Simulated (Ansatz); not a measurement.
# Redistribution: SiH3(CH3) + SiH2(CH3)(OH) → SiH3(OH) + SiH2(CH3)2

Species: SiH3(CH3) (methylsilane), singlet; SiH2(CH3)(OH), singlet; SiH3(OH) (silanol), singlet; SiH2(CH3)2 (dimethylsilane), singlet. The partners trade CH3 for OH; both sit on Si, so the bond types are kept.

Shapes, held fixed at every level: PBE0-D4/def2-TZVP. Flexible molecules stand in one conformer, not always the lowest. Programs: Ansatz 0.2.0. The zero-point and thermal change to 298 K, harmonic and unscaled (PBE0-D4/def2-TZVP), is +0.4 kJ/mol.

```csv
level,kind,ΔH(298 K) (kJ/mol),less CCSD(T)/CBS estimate,CPU time (sum over the molecules)
HF/def2-TZVPP,Hartree–Fock,+6.4,+0.1,–
PBE-D4/def2-TZVPP,GGA,+7.4,+1.1,18 s
PBE0-D4/def2-TZVPP,global hybrid,+7.1,+0.8,15 s
r2SCAN0-D4/def2-TZVPP,global hybrid,+7.2,+0.9,23 s
wB97M-V/def2-TZVPP,range-separated hybrid,+7.0,+0.7,52 s
CCSD/def2-SVP,coupled cluster or CI,+6.9,+0.6,–
CCSD(T)/def2-TZVPP,coupled cluster or CI,+6.3,0.0,3.6 min
CCSD(T)/CBS estimate,coupled cluster or CI,+6.3,0.0,4.9 min
```

The highest level, CCSD(T)/CBS estimate, gives ΔH(298 K) = +6.3 kJ/mol; the levels span +6.3 to +7.4. The column of differences is taken from that level and isn't an error. No measured value is set beside it here. The CBS estimate extrapolates MP2 from def2-TZVPP and def2-QZVPP and adds CCSD(T) − MP2 in the triple-zeta set, cores frozen. Times are processor times on shared x86 and Arm servers, and rough.
